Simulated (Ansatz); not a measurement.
Basis-set extrapolation for B2, SMILES `B#B` (triplet) (PBE0-D4/def2-TZVP geometry, frozen core, the Gaussian-basis code of Ansatz). Multiplicity 3, UHF reference.

```tsv
	def2-TZVPP	def2-QZVPP
HF	-49.152691	-49.154371
MP2 correlation	-0.096396	-0.103684
CCSD(T) correlation	-0.137959	-0.143964
```

Energies in hartree. Use E(X) = E(∞) + A·exp(−7.88·√X) for Hartree–Fock and E(X) = E(∞) + B·X^(−2.97) for correlation, with X = 3 and 4.

Problem. What is the CCSD(T) energy at the basis-set limit?

Solution. HF limit: -49.154371 + (-0.001680) × 0.13774 = -49.15460. Correlation limit: -0.143964 + (-0.006005) × 0.74074 = -0.14841. Total: -49.30301 hartree, 0.34 eV below CCSD(T)/def2-TZVPP.

The UHF reference is spin-contaminated (⟨S²⟩ = 2.91, T1 = 0.069).
